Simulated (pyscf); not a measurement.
## Routes from F–SiH₃ + H₃C–SiH₃

Candidate steps break at most two bonds and form at most two. Each was searched with GFN2-xTB (tblite) first. PySCF, gas phase, ωB97X-D3(BJ)/def2-SVP geometries. Energies: ωB97M-D3(BJ)/def2-TZVP, kcal/mol, from the separated reactants, singlet surface; ΔG‡ with ideal gas, 1 atm, RRHO with modes under 100 cm⁻¹ raised to 100, one conformer, R ln 2 for chiral ones without a mode under 150 cm⁻¹.

```tsv
products	type	ΔE‡	ΔE	ΔG‡ 298 K	ΔG‡ 900 K	ν‡ (cm⁻¹)
H₃Si–CH₂–SiH₃ + HF	four-centre exchange	66.2	+31.0	75.0	96.0	1015i
SiH₄ + F–CH₂–SiH₃	four-centre exchange	113.9	+56.9	122.0	141.9	893i
```

Plain bond fissions and candidates not yet searched are not listed, and one of them may be faster. Each barrier is that of the saddle found; lower ones may exist.
